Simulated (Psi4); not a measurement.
# One shape, several levels: CH5BO (BH2(OMe))

We compute a comparison of 6 runs (HF/STO-3G, HF/def2-SVP, HF/def2-SVPD, PBE/def2-SVP, TPSSh/pcseg-1, DSD-PBEB95/6-311++G(2d,2p)) of CH5BO (BH2(OMe)). 

The results are computed with Psi4 1.11.

6 further runs of the same task are left out: 2 that didn't finish, 4 set aside as unsound or not needed.

## 1. The system as given

CH5BO has 8 atoms, charge 0, and is taken as a singlet. As SMILES, `[H]B([H])OC`. Geometry: relaxed at GFN2-xTB.

Bond lengths: B1–O4 1.321 Å, O4–C5 1.404 Å, B1–H2 1.183 Å, B1–H3 1.172 Å, C5–H6 1.092 Å, C5–H7 1.093 Å, C5–H8 1.094 Å. Angles: B1–O4–C5 124.9°, H2–B1–O4 122.5°, H3–B1–O4 115.3°, O4–C5–H6 108.6°, O4–C5–H7 108.8°, O4–C5–H8 111.9°, H2–B1–H3 122.2°, H6–C5–H7 108.8°, H6–C5–H8 109.5°, H7–C5–H8 109.3°.

## 2. Energy and forces at HF/STO-3G (run 1)

Contents of ch5bo.json:

```json
{
 "schema_name": "qcschema_input",
 "schema_version": 1,
 "molecule": {
  "schema_name": "qcschema_molecule",
  "schema_version": 2,
  "symbols": ["B", "H", "H", "O", "C", "H", "H", "H"],
  "geometry": [0.8231836, 1.90157471, 1.49420645, 2.96550941, 1.45764025, 1.03902812, 0.22194833, 3.54837654, 2.84800624, -1.05669705, 0.58660878, 0.51166225, -0.77238776, -1.46529364, -1.14702596, -1.89783305, -1.10448823, -2.83959696, -1.48660975, -3.16933527, -0.22412152, 1.20286737, -1.75508314, -1.6821775],
  "molecular_charge": 0,
  "molecular_multiplicity": 1,
  "fix_symmetry": "c1"
 },
 "driver": "gradient",
 "model": {
  "method": "scf",
  "basis": "STO-3G"
 },
 "keywords": {
  "puream": true,
  "e_convergence": 1e-09,
  "d_convergence": 1e-08,
  "scf_type": "pk",
  "scf_properties": ["QUADRUPOLE", "LOWDIN_CHARGES", "MAYER_INDICES"]
 }
}
```

On the command line:

```console
psi4 --qcschema ch5bo.json -n 1 --memory 1600MB
```

stdout:

```text
[...]
  Running in c1 symmetry.
[...]
  Nuclear repulsion =   70.900486189169953
[...]
  Multiplicity = 1
[...]
  Nalpha       = 12
  Nbeta        = 12
[...]
    Number of basis functions: 20
[...]
   @RHF iter   1:  -138.52850032851222   -2.49284e+00   1.15656e-02 DIIS/ADIIS
[...]
   @RHF iter  10:  -138.56479217278911   -1.30740e-12   8.52385e-09 DIIS
[...]
    Orbital Energies [Eh]
    ---------------------
    Doubly Occupied:
       1A    -20.310684     2A    -11.118099     3A     -7.407439
       4A     -1.327600     5A     -0.911713     6A     -0.674751
       7A     -0.601301     8A     -0.600461     9A     -0.544397
      10A     -0.468220    11A     -0.401477    12A     -0.375980
[...]
  @RHF Final Energy:  -138.56479217278911
   => Energetics <=
    Nuclear Repulsion Energy =             70.9004861891699534
    One-Electron Energy =                -329.4463150751340663
    Two-Electron Energy =                 119.9810367131749871
    Total Energy =                       -138.5647921727891116
[...]
 Multipole Moments:
 ------------------------------------------------------------------------------------
     Multipole            Electronic (a.u.)      Nuclear  (a.u.)        Total (a.u.)
 ------------------------------------------------------------------------------------
 L = 1.  Multiply by 2.5417464519 to convert [e a0] to [Debye]
 Dipole X            :         -0.7395074            0.8038030            0.0642956
 Dipole Y            :          1.4770225           -1.9912744           -0.5142519
 Dipole Z            :          1.2142653           -1.6281942           -0.4139289
 Magnitude           :                                                    0.6632692
 L = 2.  Multiply by 1.3450342976 to convert [e a0^2] to [Debye ang]
 Quadrupole XX       :        -43.9958206           29.3855029          -14.6103177
 Quadrupole XY       :        -20.8911975           20.8543460           -0.0368514
[...]
  -Total Gradient:
     Atom            X                  Y                   Z
    ------   -----------------  -----------------  -----------------
       1       -0.010250265369    -0.002596071084    -0.001319393613
       2        0.011459207000    -0.002349391472    -0.002349672212
       3       -0.005177318537     0.003873441544     0.003170181682
       4        0.011368084615    -0.017616377706    -0.014441394037
       5       -0.008009151480     0.011274782895     0.008767881058
       6       -0.000026688775     0.002060962993     0.002534834174
       7       -0.000067135972     0.002950886635     0.001838946598
       8        0.000703268520     0.002401766194     0.001798616350
[...]
```

The result, in JSON:

```text
{
 "driver": "gradient",
 "model": {
  "method": "scf",
  "basis": "STO-3G"
 },
 "success": true,
 "return_result": [-0.010250265369091766, -0.0025960710838756895, -0.0013193936125805023, 0.01145920699995373, -0.002349391471692927, -0.0023496722119578026, -0.0051773185374721364, 0.003873441543867484, 0.0031701816818417716, 0.011368084614562235, -0.01761637770574121, -0.014441394036749974, -0.008009151480409774, 0.011274782895321186, 0.008767881057966269, -2.668877492051358e-05, 0.0020609629930754547, 0.002534834173678502, -6.71359722645426e-05, 0.0029508866352524477, 0.0018389465981978603, 0.0007032685197707056, 0.0024017661938110432, 0.0017986163495407187],
 "properties": {
  "calcinfo_nbasis": 20,
  "calcinfo_nmo": 20,
  "calcinfo_nalpha": 12,
  "calcinfo_nbeta": 12,
  "calcinfo_natom": 8,
  "nuclear_repulsion_energy": 70.90048618916995,
  "return_energy": -138.5647921727891,
  "return_gradient": [-0.010250265369091766, -0.0025960710838756895, -0.0013193936125805023, 0.01145920699995373, -0.002349391471692927, -0.0023496722119578026, -0.0051773185374721364, 0.003873441543867484, 0.0031701816818417716, 0.011368084614562235, -0.01761637770574121, -0.014441394036749974, -0.008009151480409774, 0.011274782895321186, 0.008767881057966269, -2.668877492051358e-05, 0.0020609629930754547, 0.002534834173678502, -6.71359722645426e-05, 0.0029508866352524477, 0.0018389465981978603, 0.0007032685197707056, 0.0024017661938110432, 0.0017986163495407187],
  "scf_one_electron_energy": -329.44631507513407,
  "scf_two_electron_energy": 119.98103671317499,
  "scf_dipole_moment": [0.06429561745538614, -0.5142518891097041, -0.4139289272582156],
  "scf_total_energy": -138.5647921727891,
  "scf_total_gradient": [-0.010250265369091766, -0.0025960710838756895, -0.0013193936125805023, 0.01145920699995373, -0.002349391471692927, -0.0023496722119578026, -0.0051773185374721364, 0.003873441543867484, 0.0031701816818417716, 0.011368084614562235, -0.01761637770574121, -0.014441394036749974, -0.008009151480409774, 0.011274782895321186, 0.008767881057966269, -2.668877492051358e-05, 0.0020609629930754547, 0.002534834173678502, -6.71359722645426e-05, 0.0029508866352524477, 0.0018389465981978603, 0.0007032685197707056, 0.0024017661938110432, 0.0017986163495407187],
  "scf_iterations": 10
 }
}
```

Wall time 1.6 s (1 thread of Intel Xeon Platinum 8488C (Sapphire Rapids), shared host); peak memory 0.18 GiB.

## 3. Energy and forces at HF/def2-SVP (run 2)

Contents of job.json:

```json
{
 "schema_name": "qcschema_input",
 "schema_version": 1,
 "molecule": {
  "schema_name": "qcschema_molecule",
  "schema_version": 2,
  "symbols": ["B", "H", "H", "O", "C", "H", "H", "H"],
  "geometry": [0.8231836, 1.90157471, 1.49420645, 2.96550941, 1.45764025, 1.03902812, 0.22194833, 3.54837654, 2.84800624, -1.05669705, 0.58660878, 0.51166225, -0.77238776, -1.46529364, -1.14702596, -1.89783305, -1.10448823, -2.83959696, -1.48660975, -3.16933527, -0.22412152, 1.20286737, -1.75508314, -1.6821775],
  "molecular_charge": 0,
  "molecular_multiplicity": 1,
  "fix_symmetry": "c1",
  "fix_com": true,
  "fix_orientation": true
 },
 "driver": "gradient",
 "model": {
  "method": "scf",
  "basis": "def2-SVP"
 },
 "keywords": {
  "reference": "rhf",
  "puream": true,
  "e_convergence": 1e-09,
  "d_convergence": 1e-08,
  "scf_type": "pk"
 }
}
```

On the command line:

```console
psi4 --qcschema job.json -n 1 --memory 1600MB
```

stdout:

```text
[...]
  Running in c1 symmetry.
[...]
  Nuclear repulsion =   70.900486189169953
[...]
  Multiplicity = 1
[...]
  Nalpha       = 12
  Nbeta        = 12
[...]
    Number of basis functions: 67
[...]
   @RHF iter   1:  -140.19036978222186   -7.86836e-01   4.59964e-03 ADIIS/DIIS
[...]
   @RHF iter  11:  -140.24121967024490   -1.76215e-12   3.85629e-09 DIIS
[...]
    Orbital Energies [Eh]
    ---------------------
    Doubly Occupied:
       1A    -20.567985     2A    -11.293230     3A     -7.615535
       4A     -1.373741     5A     -0.946556     6A     -0.734845
       7A     -0.655782     8A     -0.644339     9A     -0.595392
      10A     -0.521820    11A     -0.481888    12A     -0.448586
[...]
  @RHF Final Energy:  -140.24121967024490
   => Energetics <=
    Nuclear Repulsion Energy =             70.9004861891699534
    One-Electron Energy =                -330.5240167992144507
    Two-Electron Energy =                 119.3823109397995808
    Total Energy =                       -140.2412196702449023
[...]
 Multipole Moments:
 ------------------------------------------------------------------------------------
     Multipole            Electronic (a.u.)      Nuclear  (a.u.)        Total (a.u.)
 ------------------------------------------------------------------------------------
 L = 1.  Multiply by 2.5417464519 to convert [e a0] to [Debye]
 Dipole X            :          8.1158228           -7.9661026            0.1497201
 Dipole Y            :         -4.9376554            4.3860921           -0.5515633
 Dipole Z            :         -4.2699441            3.8233129           -0.4466312
 Magnitude           :                                                    0.7253397
[...]
  -Total Gradient:
     Atom            X                  Y                   Z
    ------   -----------------  -----------------  -----------------
       1        0.002420355262    -0.002417114214    -0.001701938183
       2       -0.010651411714     0.003778874314     0.003531530517
       3        0.000503018081    -0.012340468477    -0.010165189654
       4        0.005668200517     0.013848357084     0.011178752755
       5        0.003028524111    -0.001990135087    -0.002613903098
       6       -0.001912480929     0.001395062237    -0.001618270814
       7       -0.001128587071    -0.001414079698     0.002289713612
       8        0.002072381744    -0.000860496160    -0.000900695135
[...]
```

The result, in JSON:

```text
{
 "driver": "gradient",
 "model": {
  "method": "scf",
  "basis": "def2-SVP"
 },
 "success": true,
 "return_result": [0.002420355262320373, -0.0024171142135506196, -0.0017019381827475116, -0.01065141171397635, 0.003778874314377935, 0.003531530516958724, 0.0005030180805882661, -0.012340468476809335, -0.010165189653936785, 0.005668200516819877, 0.01384835708373347, 0.011178752754833265, 0.00302852411058668, -0.00199013508692872, -0.0026139030981315557, -0.0019124809286171496, 0.0013950622371244129, -0.001618270813794287, -0.0011285870712001989, -0.0014140796978443504, 0.0022897136124981066, 0.0020723817439171066, -0.0008604961598896385, -0.0009006951354996878],
 "properties": {
  "calcinfo_nbasis": 67,
  "calcinfo_nmo": 67,
  "calcinfo_nalpha": 12,
  "calcinfo_nbeta": 12,
  "calcinfo_natom": 8,
  "nuclear_repulsion_energy": 70.90048618916995,
  "return_energy": -140.2412196702449,
  "return_gradient": [0.002420355262320373, -0.0024171142135506196, -0.0017019381827475116, -0.01065141171397635, 0.003778874314377935, 0.003531530516958724, 0.0005030180805882661, -0.012340468476809335, -0.010165189653936785, 0.005668200516819877, 0.01384835708373347, 0.011178752754833265, 0.00302852411058668, -0.00199013508692872, -0.0026139030981315557, -0.0019124809286171496, 0.0013950622371244129, -0.001618270813794287, -0.0011285870712001989, -0.0014140796978443504, 0.0022897136124981066, 0.0020723817439171066, -0.0008604961598896385, -0.0009006951354996878],
  "scf_one_electron_energy": -330.52401679921445,
  "scf_two_electron_energy": 119.38231093979958,
  "scf_dipole_moment": [0.1497201091150817, -0.5515633302377871, -0.4466311954535547],
  "scf_total_energy": -140.2412196702449,
  "scf_total_gradient": [0.002420355262320373, -0.0024171142135506196, -0.0017019381827475116, -0.01065141171397635, 0.003778874314377935, 0.003531530516958724, 0.0005030180805882661, -0.012340468476809335, -0.010165189653936785, 0.005668200516819877, 0.01384835708373347, 0.011178752754833265, 0.00302852411058668, -0.00199013508692872, -0.0026139030981315557, -0.0019124809286171496, 0.0013950622371244129, -0.001618270813794287, -0.0011285870712001989, -0.0014140796978443504, 0.0022897136124981066, 0.0020723817439171066, -0.0008604961598896385, -0.0009006951354996878],
  "scf_iterations": 11
 }
}
```

Wall time 2.7 s (1 thread of Intel Xeon Platinum 8488C (Sapphire Rapids), shared host); peak memory 0.22 GiB.

Runs 3 to 5 aren't shown in full; the table further down has their settings and results.

## 4. A single-point energy at DSD-PBEB95/6-311++G(2d,2p) (density fitting, density fitting for correlation) (run 6)

Contents of ch5bo.py:

```python
import psi4

psi4.set_memory('1600 MB')
psi4.set_num_threads(1)
psi4.set_output_file('output.dat', False)

molecule = psi4.geometry("""
0 1
B      0.435610     1.006270     0.790700
H      1.569280     0.771350     0.549830
H      0.117450     1.877720     1.507100
O     -0.559180     0.310420     0.270760
C     -0.408730    -0.775400    -0.606980
H     -1.004290    -0.584470    -1.502650
H     -0.786680    -1.677140    -0.118600
H      0.636530    -0.928750    -0.890170
units angstrom
no_reorient
no_com
""")

psi4.set_options({
    'basis': '6-311++G(2d,2p)',
    'reference': 'rks',
    'freeze_core': True,
})

energy_value = psi4.energy('DSD-PBEB95')
print(f'DSD-PBEB95 energy: {energy_value:.10f} Eh')
```

On the command line:

```console
python ch5bo.py
```

output.dat:

```text
[...]
  Running in c1 symmetry.
[...]
  Nuclear repulsion =   70.900486154838845
[...]
  Multiplicity = 1
[...]
  Nalpha       = 12
  Nbeta        = 12
[...]
    Number of basis functions: 131
[...]
   @DF-RKS iter   1:  -140.67373581175286   -7.29709e-01   3.63085e-03 ADIIS/DIIS
[...]
   @DF-RKS iter   7:  -140.77612527441221   -2.32703e-07   8.74151e-07 DIIS
[...]
    Orbital Energies [Eh]
    ---------------------
    Doubly Occupied:
       1A    -20.023331     2A    -10.870054     3A     -7.269838
       4A     -1.261449     5A     -0.862452     6A     -0.664642
       7A     -0.588509     8A     -0.577600     9A     -0.534343
      10A     -0.460759    11A     -0.424952    12A     -0.393927
[...]
  @DF-RKS Final Energy:  -140.77612527441221
   => Energetics <=
    Nuclear Repulsion Energy =             70.9004861548388448
    One-Electron Energy =                -330.9047353085734358
    Two-Electron Energy =                 125.5517781747831236
    DFT Exchange-Correlation Energy =      -6.3236542954607673
    Empirical Dispersion Energy =           0.0000000000000000
    VV10 Nonlocal Energy =                  0.0000000000000000
    Total Energy =                       -140.7761252744122089
[...]
 Multipole Moments:
 ------------------------------------------------------------------------------------
     Multipole            Electronic (a.u.)      Nuclear  (a.u.)        Total (a.u.)
 ------------------------------------------------------------------------------------
 L = 1.  Multiply by 2.5417464519 to convert [e a0] to [Debye]
 Dipole X            :          8.0936118           -7.9661027            0.1275091
 Dipole Y            :         -4.8951472            4.3860921           -0.5090551
 Dipole Z            :         -4.2347972            3.8233128           -0.4114844
 Magnitude           :                                                    0.6668696
[...]
```

The script printed:

```text
DSD-PBEB95 energy: -141.0030651170 Eh
```

Run time: 14 s. Hardware: 1 thread of Intel Xeon Platinum 8488C (Sapphire Rapids), shared host; peak memory 1 GiB.

## 5. The series

| run | level | integration grid | task | energy (Eh) | dipole moment (D) | HOMO energy (eV) | LUMO energy (eV) | wall time |
| --- | --- | --- | --- | --- | --- | --- | --- | --- |
| 1 | HF/STO-3G | – | gradient | -138.564792 | 1.69 | -10.23 | 8.58 | 1.6 s |
| 2 | HF/def2-SVP | – | gradient | -140.241220 | 1.84 | -12.21 | 3.62 | 2.7 s |
| 3 | HF/def2-SVPD | – | gradient | -140.247936 | 1.68 | -12.29 | 2.15 | 6 s |
| 4 | PBE/def2-SVP | 99 radial × 590 angular | gradient | -140.906496 | 1.93 | -6.86 | -1.03 | 14 s |
| 5 | TPSSh/pcseg-1 | 99 radial × 590 angular | gradient | -141.188822 | 1.93 | -7.77 | -0.50 | 29 s |
| 6 | DSD-PBEB95/6-311++G(2d,2p) (density fitting, density fitting for correlation) | 75 radial × 302 angular | energy | -141.003065 | – | -10.72 | 0.75 | 14 s |

## 6. Outcome

| quantity | value |
| --- | --- |
| run 6: total energy | -141.00307 Eh |
| run 6: HOMO energy (SCF part's orbitals) | -10.72 eV |
| run 6: LUMO energy (SCF part's orbitals) | 0.75 eV |
| run 6: HOMO–LUMO gap (SCF part's orbitals) | 11.47 eV |

**Reading.** Over runs 1, 2, 3, 4, 5 the dipole moment (its size) runs from 1.68 D (HF/def2-SVPD) to 1.93 D (PBE/def2-SVP). The two ends differ in method and basis. The HOMO–LUMO gap runs from 5.83 eV (PBE/def2-SVP) to 18.81 eV (HF/STO-3G). Totals of different functionals can't be ranked against each other. In run 1 the basis is minimal, so the values are rough. All runs together took 68 s, the longest 29 s.
